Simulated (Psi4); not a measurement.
Reaction (SMILES): FCF → F[CH-]F + H+
B3LYP-D3(BJ)/def2-TZVP geometries, fixed; electronic energies without zero-point terms.
Largest species:
```xyz
5

C      0.0044     0.0053     0.5043
F     -0.0170     1.1024    -0.3021
F      0.0119    -1.1085    -0.2792
H     -0.9025    -0.0002     1.1113
H      0.9218     0.0234     1.0951
```

Effect of the grid (radial, spherical points) at PBE/def2-TZVP with Psi4, against the last row, where the deprotonation energy is 408.31 kcal/mol.

| setting | grid points, largest species | largest shift of a total energy (mEh) | shift of the deprotonation energy (kcal/mol) |
|---|---|---|---|
| grid: 35, 110 | 18976 | -0.147 | -0.031 |
| grid: 50, 194 | 47690 | 0.010 | 0.003 |
| grid: 75, 302 | 109682 | -0.029 | 0.023 |
| grid: 99, 590 | 281900 | 0.000 | 0.000 |
| grid: 150, 974 | 700602 | 0.000 | 0.000 |

Within 0.02 kcal/mol in the deprotonation energy: grid: 50, 194; grid: 99, 590. The largest shift is 0.147 mEh in a total energy and 0.031 kcal/mol in the difference.
